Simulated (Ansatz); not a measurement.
Process, species as SMILES: N#N (N2) → 2 N atom
B3LYP-D3(BJ)/def2-TZVP geometries, fixed; electronic energies without zero-point terms.
Largest species:
```xyz
2

N      0.0000     0.0000    -0.5454
N      0.0000     0.0000     0.5454
```
Charge 0, spin multiplicity 1.

Energies in hartree at CCSD(T) with Ansatz (an electronic-structure program); the atomisation energy is their sum with the coefficients shown, times 627.509 kcal/mol a hartree. All functions are spherical. Cores are frozen. Open shells are unrestricted. No added dispersion term, no relativity.

```
species   coefficient          part     cc-pVDZ     cc-pVTZ     cc-pVQZ
--------  -----------  ------------  ----------  ----------  ----------
N#N (N2)           -1  Hartree-Fock  -108.95491  -108.98466  -108.99234
N#N (N2)           -1   correlation    -0.31939    -0.38883    -0.41182
N atom             +2  Hartree-Fock   -54.39111   -54.40069   -54.40372
N atom             +2   correlation    -0.08739    -0.11402    -0.12111
```

**Question.** Predict the atomisation energy in cc-pV5Z (X = 5): let each Hartree-Fock step shrink by the ratio of the last two, and fit each correlation energy at X = 3 and 4 to E + A/X^3. Compare with the run.

**Answer.** 
- N#N (N2): steps -0.02975 and -0.00768, ratio 0.258, so Hartree-Fock -108.99432 (run: -108.99402); A = (-0.38883 - (-0.41182))/(1/27 - 1/64) = 1.0737, correlation -0.41182 - A/64 + A/125 = -0.42001 (run: -0.41997).
- N atom: steps -0.00958 and -0.00303, ratio 0.316, so Hartree-Fock -54.40468 (run: -54.40444); A = (-0.11402 - (-0.12111))/(1/27 - 1/64) = 0.3311, correlation -0.12111 - A/64 + A/125 = -0.12363 (run: -0.12350).
Predicted 224.47 kcal/mol; the run in cc-pV5Z gives 224.72, a miss of -0.25. Keeping the value in cc-pVQZ, 222.45, would miss by -2.27. All sums are of the energies as printed.
